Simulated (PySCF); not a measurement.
Record of a relaxation.

1,2-dimethylhydrazine, C₂H₈N₂.
SMILES with atom numbers: `[CH3:1][NH:2][NH:3][CH3:4]` (hydrogens: H5, H6, H7 on C1; H8 on N2; H9 on N3; H10, H11, H12 on C4)

Computed by this run: PySCF 2.14.0, PBE0-D3(BJ)/def2-SVP geometry optimisation, gas phase; density fitting, grid level 1; the optimiser is geomeTRIC in internal coordinates, started from a GFN2-xTB structure with every atom displaced at random (about 0.01 Å). The frame can shift and turn from step to step; on so coarse a grid that alone can change the energy by a few meV, and forces under 0.02 eV/Å are noise.

Step 0: E = -5173.2946 eV, largest atomic force 2.808 eV/Å
```
atom  x, y, z in Å  |  force x, y, z in eV/Å
C1      1.831   -0.150   -0.150   -2.116   1.629  -0.065
N2      0.414   -0.501   -0.283    0.435   0.916   0.151
N3     -0.442    0.485    0.286    2.459  -0.474   1.271
C4     -1.756    0.314   -0.142   -1.844  -0.061   0.748
H5      1.943    0.834   -0.649    0.217  -0.251   0.186
H6      2.410   -0.867   -0.669    0.957  -1.127  -0.655
H7      2.161   -0.044    0.889    0.270  -0.034   0.391
H8      0.279   -1.417    0.127   -0.348  -0.419   0.302
H9     -0.373    0.486    1.339   -0.131  -0.007  -1.156
H10    -1.809    0.367   -1.215   -0.040   0.056  -0.876
H11    -2.397    1.117    0.284    0.198  -0.201  -0.176
H12    -2.220   -0.651    0.173   -0.057  -0.026  -0.122
```

Step 1: E = -5173.4288 eV, largest atomic force 0.687 eV/Å
```
atom  x, y, z in Å  |  force x, y, z in eV/Å
C1      1.773    0.040   -0.369    0.275  -0.301   0.008
N2      0.412   -0.421   -0.366   -0.101  -0.324   0.345
N3     -0.394    0.351    0.482   -0.443  -0.015  -0.525
C4     -1.790    0.234    0.095    0.372   0.076   0.044
H5      1.818    1.038   -0.824    0.049   0.077  -0.046
H6      2.395   -0.660   -0.968   -0.200   0.259   0.136
H7      2.232    0.112    0.645   -0.013  -0.004  -0.091
H8      0.366   -1.410   -0.085    0.135   0.148  -0.218
H9     -0.284    0.060    1.454    0.039   0.074   0.184
H10    -1.882    0.473   -0.977    0.022   0.098   0.135
H11    -2.395    0.939    0.683   -0.058   0.043   0.010
H12    -2.210   -0.780    0.234   -0.076  -0.131   0.020
```

Step 2: E = -5173.4477 eV, largest atomic force 0.296 eV/Å
```
atom  x, y, z in Å  |  force x, y, z in eV/Å
C1      1.778    0.036   -0.363    0.000  -0.036  -0.021
N2      0.419   -0.443   -0.358   -0.057   0.119   0.174
N3     -0.405    0.340    0.467   -0.059  -0.233  -0.172
C4     -1.798    0.233    0.095    0.221  -0.037   0.017
H5      1.814    1.041   -0.810    0.000  -0.001   0.005
H6      2.397   -0.641   -0.975   -0.031   0.038   0.001
H7      2.246    0.103    0.643   -0.009  -0.007  -0.001
H8      0.396   -1.433   -0.098   -0.041   0.029   0.004
H9     -0.286    0.089    1.453    0.023   0.083   0.005
H10    -1.892    0.481   -0.971   -0.040   0.048  -0.004
H11    -2.393    0.950    0.682    0.004  -0.010   0.007
H12    -2.236   -0.779    0.240   -0.012   0.006  -0.016
```

Step 3: E = -5173.4527 eV, largest atomic force 0.144 eV/Å
```
atom  x, y, z in Å  |  force x, y, z in eV/Å
C1      1.776    0.033   -0.361   -0.056   0.025  -0.017
N2      0.419   -0.449   -0.349    0.044   0.119   0.029
N3     -0.406    0.335    0.462    0.005  -0.140  -0.036
C4     -1.794    0.228    0.090    0.039   0.021   0.043
H5      1.807    1.040   -0.804   -0.016  -0.012   0.018
H6      2.389   -0.635   -0.983    0.040  -0.037  -0.039
H7      2.252    0.096    0.641    0.007  -0.006   0.021
H8      0.396   -1.438   -0.088   -0.032  -0.039   0.032
H9     -0.282    0.112    1.454   -0.010   0.062  -0.016
H10    -1.895    0.494   -0.971   -0.023   0.014  -0.023
H11    -2.386    0.942    0.685   -0.013  -0.022   0.012
H12    -2.237   -0.783    0.227    0.015   0.014  -0.024
```

Step 4: E = -5173.4555 eV, largest atomic force 0.079 eV/Å
```
atom  x, y, z in Å  |  force x, y, z in eV/Å
C1      1.778    0.028   -0.361   -0.052   0.046   0.009
N2      0.421   -0.453   -0.338    0.021  -0.007  -0.045
N3     -0.408    0.334    0.457    0.066   0.017   0.040
C4     -1.792    0.227    0.086   -0.069   0.023   0.002
H5      1.801    1.037   -0.799   -0.006   0.000   0.012
H6      2.386   -0.635   -0.993    0.028  -0.038  -0.023
H7      2.262    0.087    0.638    0.015  -0.004   0.010
H8      0.395   -1.441   -0.073   -0.008  -0.028   0.021
H9     -0.282    0.141    1.455   -0.011   0.019  -0.007
H10    -1.903    0.513   -0.970   -0.004  -0.004  -0.013
H11    -2.388    0.925    0.695    0.008  -0.021   0.014
H12    -2.231   -0.788    0.206    0.011  -0.002  -0.020
```

Step 5: E = -5173.4565 eV, largest atomic force 0.070 eV/Å
```
atom  x, y, z in Å  |  force x, y, z in eV/Å
C1      1.777    0.025   -0.362   -0.004   0.012   0.000
N2      0.421   -0.455   -0.334    0.011  -0.044  -0.039
N3     -0.407    0.337    0.454    0.034   0.054   0.027
C4     -1.791    0.228    0.084   -0.068   0.007  -0.007
H5      1.799    1.035   -0.797   -0.002   0.000   0.004
H6      2.383   -0.639   -0.997    0.009  -0.007  -0.002
H7      2.266    0.083    0.636    0.005  -0.004   0.000
H8      0.392   -1.442   -0.063    0.003  -0.001   0.011
H9     -0.281    0.158    1.454   -0.008  -0.003   0.004
H10    -1.909    0.527   -0.968    0.005  -0.001   0.002
H11    -2.391    0.911    0.706    0.006  -0.010   0.010
H12    -2.222   -0.793    0.190    0.009  -0.004  -0.010
```

Step 6: E = -5173.4572 eV, largest atomic force 0.049 eV/Å
```
atom  x, y, z in Å  |  force x, y, z in eV/Å
C1      1.778    0.021   -0.363    0.019  -0.007   0.004
N2      0.421   -0.456   -0.333   -0.006  -0.045  -0.020
N3     -0.406    0.344    0.451    0.010   0.046   0.008
C4     -1.791    0.229    0.083   -0.024  -0.012  -0.011
H5      1.799    1.031   -0.799    0.002   0.001  -0.002
H6      2.382   -0.645   -0.999   -0.010   0.011   0.007
H7      2.269    0.079    0.633   -0.003  -0.001  -0.005
H8      0.389   -1.440   -0.052    0.006   0.011   0.000
H9     -0.280    0.171    1.452   -0.003  -0.010   0.007
H10    -1.917    0.543   -0.964    0.003   0.004   0.008
H11    -2.394    0.895    0.720    0.002   0.001   0.003
H12    -2.211   -0.797    0.173    0.004  -0.001   0.001
```

Step 7: E = -5173.4574 eV, largest atomic force under 0.02 eV/Å
```
atom  x, y, z in Å  |  force x, y, z in eV/Å
C1      1.778    0.020   -0.364    0.016  -0.008   0.002
N2      0.420   -0.456   -0.334   -0.005  -0.016  -0.006
N3     -0.405    0.348    0.450   -0.004   0.016   0.000
C4     -1.792    0.230    0.083    0.001  -0.010  -0.004
H5      1.801    1.029   -0.802    0.001   0.000  -0.002
H6      2.382   -0.648   -0.998   -0.007   0.009   0.003
H7      2.269    0.078    0.632   -0.004   0.000  -0.003
H8      0.388   -1.439   -0.049    0.002   0.006  -0.001
H9     -0.279    0.174    1.451    0.000  -0.005   0.004
H10    -1.921    0.550   -0.961    0.000   0.004   0.005
H11    -2.395    0.889    0.727   -0.001   0.003   0.000
H12    -2.206   -0.799    0.169    0.000   0.000   0.002
```

**Question.** Summarise the path.

**Answer.** The energy falls by 0.1628 eV from step 0 to step 7; nine tenths of that is first reached at step 2. It falls at every step. The largest force goes from 2.808 to under 0.02 eV/Å. Among the bonds N3–C4 changes most, from 1.393 to 1.439 Å; the atoms move by 0.088 Å rms after alignment.

**Question.** Follow the three bonds and two angles with the largest change from start to end.

**Answer.** 
| step | E above end (eV) | largest force (eV/Å) | N3–C4 (Å) | C1–H6 (Å) | N3–H9 (Å) | N2–C1–H5 (°) | H6–C1–H7 (°) |
| --- | --- | --- | --- | --- | --- | --- | --- |
| 0 | 0.1628 | 2.808 | 1.393 | 1.057 | 1.055 | 105.6 | 111.5 |
| 1 | 0.0286 | 0.687 | 1.453 | 1.112 | 1.020 | 109.3 | 107.5 |
| 2 | 0.0098 | 0.296 | 1.447 | 1.102 | 1.024 | 109.6 | 107.6 |
| 3 | 0.0047 | 0.144 | 1.441 | 1.099 | 1.025 | 109.6 | 107.8 |
| 4 | 0.0019 | 0.079 | 1.437 | 1.100 | 1.024 | 109.5 | 107.9 |
| 5 | 0.0009 | 0.070 | 1.437 | 1.101 | 1.024 | 109.4 | 107.9 |
| 6 | 0.0002 | 0.049 | 1.438 | 1.102 | 1.024 | 109.4 | 107.8 |
| 7 | 0.0000 | under 0.02 | 1.439 | 1.102 | 1.024 | 109.4 | 107.8 |

The cost below is that of the whole optimisation. Time: 20 s; peak memory 0.38 GiB. Hardware: one thread of an Arm Neoverse V1, shared host.
